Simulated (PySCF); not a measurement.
**NMR data sheet: Glyoxal**

* Formula: C2H2O2
* SMILES: O=CC=O
* Point group of the computed structure: C2h
* Degrees of unsaturation: 2
* Carbon signals: 1
* Proton signals: 1

Atom-mapped SMILES (the numbers label the heavy atoms): `[O:1]=[CH:2][CH:3]=[O:4]`. Each H is labelled by its parent atom.

PySCF 2.14 calculation with PBE0-D3(BJ)/def2-TZVP geometry and GIAO PBE0/pcSseg-2 shieldings; a single conformation, relativity neglected, fast rotation and ring inversion assumed for equivalent nuclei, no solvent.

Scale: ¹H and ¹³C against TMS; ¹⁷O against H2O (reference shieldings calculated alike).

| carbon | δC, type | δH (multiplicity) | HMBC from (2–3 bonds) | span of the C tensor (ppm) |
| --- | --- | --- | --- | --- |
| C2/C3 | 201.7, CH | 9.46 (s) | H(C2)/H(C3) | 187 |

Other nuclei:
| atoms | nucleus | environment | δ (ppm) | σ (ppm) |
| --- | --- | --- | --- | --- |
| O1/O4 | ¹⁷O | aldehyde oxygen | 734.6 | -405.1 |

Carbon types of the structure: 2 × CH, which accounts for all hydrogens. δC 201.7: aldehyde carbonyl carbon; the double bond to the heteroatom, with no lone-pair donor beside it, deshields it most. δH 9.46: hydrogen on an aldehyde carbonyl carbon; the C=O anisotropy and electron withdrawal place aldehyde protons far downfield.

Shifts are as computed. Against solution values, carbons near 30 ppm lie about +3 ppm off and those near 130 ppm about +9 ppm. Of 1211 compounds with measured shifts, 218 miss one by over three times the rms of a fit or turn the order of signals round; such compounds aren't used in these exercises. Unscaled 17O shifts of doubly bonded oxygen tend to come out too high, by tens of ppm or more. Experimental scales use liquid or dissolved standards, which lie at an offset from isolated H2O (liquid H2O: subtract about 36 ppm).
